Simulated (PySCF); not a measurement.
# HCl: singlet, from a linear start

The task is one start of a wider search on HCl: the singlet, from a linear start. It is relaxed, tested by its Hessian and followed downhill if it is a saddle.

Program: PySCF 2.14.0. Level of theory: PBE0, basis H def2-TZVP, Cl def2-TZVP, no relativity, density fitting. These are calculated values, not measurements.

### 1 The starting structure

2 atoms, charge 0, spin multiplicity 1.

Bond lengths: H1–Cl2 1.376 Å.

Z-matrix (Å, degrees; charge 0 multiplicity 1):
```
H
Cl 1 1.3760
```

### 2 Finding the electronic state

One driver script runs all steps and calls PySCF; scf.py shows how it sets up the SCF of each step. The optimiser is the driver's own. After this first run the driver tries any further starts and a stability analysis.

Contents of scf.py:

```python
from pyscf import gto, scf, dft
mol = gto.M(atom='''
H      0.000000     0.000000     0.000000
Cl     0.000000     0.000000     1.376000''',
    basis={'H': 'def2-TZVP', 'Cl': 'def2-TZVP'},
    charge=0, spin=0)
mf = dft.RKS(mol, xc='PBE0')
mf.grids.atom_grid = (50, 194)
aux = {'H': 'def2-universal-JKFIT', 'Cl': 'def2-universal-JKFIT'}
mf = mf.density_fit(auxbasis=aux)
mf.conv_tol = 1e-08
mf.diis_space = 10
mf.max_cycle = 60
mf.init_guess = 'minao'
mf.verbose = 4
mf.kernel()
```

Started as:

```console
OMP_NUM_THREADS=2 python axn.py task.json out
```

After this run come: Linear start, singlet: relaxation; Frequencies.

What does the calculation give? Wanted: minimum; geometry; wavenumbers; dipole moment; highest occupied, lowest empty level; polar-tensor charge of H1; zero-point energy; atomisation energy.

As calculated:

| quantity | value |
| --- | --- |
| minimum | singlet, C∞v |
| geometry | H–Cl 1.279 Å |
| wavenumbers (cm⁻¹) | 2998 (σ+) |
| dipole moment | 1.26 D |
| highest occupied, lowest empty level | -9.41, 0.34 eV |
| polar-tensor charge of H1 | +0.21 e |
| zero-point energy | 17.9 kJ/mol |
| entropy at 298.15 K | 186.6 J/(mol K) |
| atomisation energy (no zero-point energy) | 436 kJ/mol |

What this shows: The linear start keeps its C∞v symmetry and ends in a minimum. In the infrared the band at 2998 cm⁻¹ (σ+) leads. Only this shape and spin were tried, so other structures or states may lie lower.
